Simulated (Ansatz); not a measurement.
# Fe, bcc: geometry optimisation

The calculation used DFT, PBEsol, plane waves (420 eV) with PAW, scalar-relativistic in Ansatz 0.2.0. (PAW data from PBE, frozen cores regenerated.)

k-point mesh 15×15×15, Fermi-Dirac smearing 0.05 eV, starting moments 2.50 μB. Cell and atoms relax.

Starting structure:

```
Fe
1.0
    -1.43325    1.43325    1.43325
     1.43325   -1.43325    1.43325
     1.43325    1.43325   -1.43325
Fe
1
Direct
  0.00000 0.00000 0.00000
```

What cell does the relaxation end in?

Im-3m (spin ignored) with a = 2.788 Å; 10.84 Å³ per atom against 11.78 at the start (-8.0 %).

How much energy does the relaxation gain?

48.7 meV per atom.

Path of the relaxation (the plane waves are chosen anew near the end, which can shift the energy a little):

| step | E − E(final) (meV/atom) | V (Å³/atom) | P (GPa) | max force (eV/Å) |
| --- | --- | --- | --- | --- |
| 0 | 48.65 | 11.777 | -15.50 | 0.000 |
| 1 | 6.19 | 11.166 | -6.15 | 0.000 |
| 2 | -0.43 | 10.798 | 0.75 | 0.000 |
| 3 | -0.49 | 10.837 | -0.02 | 0.000 |
| 4 | 0.00 | 10.837 | -0.02 | 0.000 |

Which magnetic state does it end in?

ferromagnetic, net 2.11 μB per atom; moments 2.13 μB.
